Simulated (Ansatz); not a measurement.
# Molecular dynamics of CH6BN

The input (input.yaml):

```yaml
crystal:
  periodic: [false, false, false]
  atoms:
    - { symbol: B, position_ang: [-0.055772, -0.079728, 0.036386] }
    - { symbol: "N", position_ang: [-0.002237, 0.065378, 1.439702] }
    - { symbol: H, position_ang: [-0.868848, -0.064334, 1.922833] }
    - { symbol: H, position_ang: [0.775592, -0.052996, 1.968471] }
    - { symbol: H, position_ang: [1.026345, -0.184745, -0.566333] }
    - { symbol: C, position_ang: [-1.362005, 0.01852, -0.707797] }
    - { symbol: H, position_ang: [-1.566307, -0.989812, -1.072024] }
    - { symbol: H, position_ang: [-2.144195, 0.368272, -0.05177] }
    - { symbol: H, position_ang: [-1.197594, 0.690081, -1.598137] }
basis:
  gaussian: { orbitals: def2-TZVP }
hamiltonian:
  xc: { name: BHLYP }
  dispersion: d4
md:
  timestep: 0.5
  n_steps: 150
  ensemble: nve
  temperature: 300.0
  initial_velocities: maxwell_boltzmann
  seed: 853703
```

Run as:

```bash
$ ansatz run input.yaml --threads 4 --pin off --max-ram 5120MiB --backend cpu --events-out ev --progress --plain --runs-dir out
```

It goes on from the last frame of an earlier run, with new velocities.

Output, in part (step lines, the closing report, with atoms numbered from 0):

```
md step     0: t =     0.00 fs  T =   300.0 K  F+E_penalty+E_count = -3301.72357048 eV  E_kin = 0.271446 eV  conserved = -3301.45212448 eV  (27 SCF iters)
[... lines left out ...]
Total energy: -3301.60685818 eV, -121.3318141286 hartree
Atom 0 at    -0.073227    -0.183195     0.067622 Å, force     1.561715     0.862830     0.570353 eV/Å
Atom 1 at     0.009077     0.087973     1.416571 Å, force     2.057744    -0.019285     1.142668 eV/Å
Atom 2 at    -0.755372     0.449092     1.927269 Å, force    -0.422129     0.085899     0.373396 eV/Å
Atom 3 at     0.907588     0.134115     1.935584 Å, force    -1.541768    -0.219569    -0.835572 eV/Å
Atom 4 at     1.019379    -0.418098    -0.476992 Å, force    -1.087254    -0.039764     0.239752 eV/Å
Atom 5 at    -1.386671     0.040922    -0.699313 Å, force     0.886870    -0.350098    -1.636717 eV/Å
Atom 6 at    -1.155719    -0.654084    -1.508284 Å, force    -0.887436     0.228641    -0.535065 eV/Å
Atom 7 at    -2.308918    -0.286864    -0.239014 Å, force    -0.068877     0.570965     0.089966 eV/Å
Atom 8 at    -1.358080     1.070984    -1.150168 Å, force    -0.498865    -1.119618     0.591219 eV/Å
Dipole moment:    -0.032648     0.106188     0.283766 e Å
```

The steps, from the saved trajectory:

| time (fs) | T (K) | potential energy less start (eV) | conserved less start (meV/atom) |
| --- | --- | --- | --- |
| 0.0 | 300 | 0.000 | 0.00 |
| 2.5 | 364 | -0.060 | -0.28 |
| 5.0 | 273 | 0.024 | -0.05 |
| 7.5 | 369 | -0.065 | -0.26 |
| 10.0 | 345 | -0.043 | -0.19 |
| 12.5 | 291 | 0.007 | -0.15 |
| 15.0 | 252 | 0.042 | -0.12 |
| 17.5 | 317 | -0.016 | -0.10 |
| 20.0 | 415 | -0.106 | -0.23 |
| 22.5 | 408 | -0.099 | -0.14 |
| 25.0 | 338 | -0.036 | -0.21 |
| 27.5 | 286 | 0.012 | -0.16 |
| 30.0 | 300 | -0.001 | -0.13 |
| 32.5 | 353 | -0.049 | -0.16 |
| 35.0 | 353 | -0.050 | -0.16 |
| 37.5 | 282 | 0.015 | -0.19 |
| 40.0 | 277 | 0.020 | -0.09 |
| 42.5 | 412 | -0.103 | -0.23 |
| 45.0 | 462 | -0.148 | -0.18 |
| 47.5 | 373 | -0.067 | -0.14 |
| 50.0 | 246 | 0.048 | -0.13 |
| 52.5 | 188 | 0.101 | -0.10 |
| 55.0 | 275 | 0.020 | -0.27 |
| 57.5 | 226 | 0.067 | -0.06 |
| 60.0 | 331 | -0.030 | -0.26 |
| 62.5 | 309 | -0.009 | -0.06 |
| 65.0 | 420 | -0.110 | -0.20 |
| 67.5 | 396 | -0.088 | -0.17 |
| 70.0 | 322 | -0.022 | -0.18 |
| 72.5 | 256 | 0.038 | -0.21 |
| 75.0 | 170 | 0.117 | -0.09 |

The run went to its last step. The conserved energy stayed within 0.34 meV per atom of its start (net change -0.089 meV per atom), so the integration is sound. A run of 0.075 ps of so small a system gives no equilibrium averages.

The same pairs are bonded in the first frame and the last. Pairs count as bonded within 1.25 times the sum of covalent radii (0.12 Å more for H–H).

Last frame:

```xyz
9
Properties=species:S:1:pos:R:3
B -0.073 -0.183 0.068
N 0.009 0.088 1.417
H -0.755 0.449 1.927
H 0.908 0.134 1.936
H 1.019 -0.418 -0.477
C -1.387 0.041 -0.699
H -1.156 -0.654 -1.508
H -2.309 -0.287 -0.239
H -1.358 1.071 -1.150
```

The run took 2.1 min on 4 threads of Arm Neoverse V2, with other jobs on the host, peak memory 0.22 GiB.
